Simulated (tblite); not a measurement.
Compound: C5H10N (doublet state).
InChI=1S/C5H10N/c1-5(2,3)4-6/h4H,1-3H3

Method: GFN2-xTB as coded in tblite; computed harmonic values from a numerical Hessian at the method's own geometry, unscaled. The method is semi-empirical: single wavenumbers can be off by several per cent or more. Open shells enter through the occupations alone, without spin polarisation, and single modes of such species can be off by tens of per cent.

Harmonic wavenumbers (cm⁻¹): 48.5, 176.5, 227.2, 231.3, 247.8, 317.7, 329.7, 397.6, 399.1, 505.4, 750.1, 804.5, 885.9, 962.3, 965.2, 970.0, 1030.3, 1030.7, 1118.0, 1214.0, 1234.7, 1270.1, 1402.9, 1403.7, 1424.6, 1474.8, 1488.0, 1488.4, 1492.3, 1496.6, 1507.2, 1838.9, 2771.5, 3020.3, 3022.0, 3022.9, 3029.0, 3030.0, 3036.5, 3037.0, 3045.8, 3052.0.

A = 4487, B = 2869, C = 2842 MHz; mass 84.081 u (most abundant isotopes); point group Cs, symmetry number 1; spin multiplicity 2.

Q: What is the zero-point energy?

A: ½Σν̃ = 30100 cm⁻¹ = 86.06 kcal/mol.

Q: What is S at 350 K and 1 bar for an ideal gas of classical rigid rotors and harmonic oscillators?

A: Translation 40.02, rotation 27.05, vibration 23.15, spin (R ln 2) 1.38: S = 91.6 cal/(mol K).

Q: And Cp and H(350 K) − H(0)?

A: Cp = 33.88 cal/(mol K), of which vibrations give 25.93 (their classical limit is 42 R = 83.5); H(350 K) − H(0) = 7.24 kcal/mol without the zero-point energy, 4.46 from vibrations.

Q: Blend soft modes into free rotors: weight 1/[1 + (100 cm⁻¹/ν̃)⁴] for the oscillator and the rest for a rotor with moment μB/(μ + B), μ = h/(8π²ν), B = 10⁻⁴⁴ kg m². What vibrational entropy results?

A: 21.76 cal/(mol K) in place of 23.15, which changes −T·S at 350 K by +0.49 kcal/mol.

Q: How do the functions run with temperature in this model?

A: 
| T (K) | S (cal/(mol K)) | Cp (cal/(mol K)) | H − H(0) (kcal/mol) | G − H(0) (kcal/mol) | ln q(vib) |
| --- | --- | --- | --- | --- | --- |
| 150 | 70.0 | 19.3 | 1.93 | -8.56 | 1.67 |
| 250 | 81.5 | 26.5 | 4.22 | -16.16 | 3.42 |
| 298.15 | 86.5 | 30.0 | 5.58 | -20.20 | 4.29 |
| 400 | 96.4 | 37.5 | 9.03 | -29.52 | 6.15 |
| 600 | 114.1 | 50.0 | 17.84 | -50.60 | 9.83 |
| 900 | 137.0 | 62.9 | 34.93 | -88.35 | 15.18 |

q(vib) and H(0) count from the zero-point level.

Q: Which modes carry the vibrational entropy at 350 K?

A: 48.5 cm⁻¹: 5.20; 176.5 cm⁻¹: 2.67; 227.2 cm⁻¹: 2.19; 231.3 cm⁻¹: 2.16; 247.8 cm⁻¹: 2.03; 317.7 cm⁻¹: 1.59 cal/(mol K); the other 36 give 7.31 together.

Q: What must be added to the electronic energy to get the Gibbs energy at 350 K and 1 bar?

A: ZPE + [H(350 K) − H(0)] − T·S = 86.06 + 7.24 − 32.06 = 61.24 kcal/mol.

Hindered rotation and anharmonicity are outside this model.

Shape of the structure used: `[CH3:1][C:2]([CH3:3])([CH3:4])[CH:5]=[N:6]`: C1–C2–C5–N6 -1°.
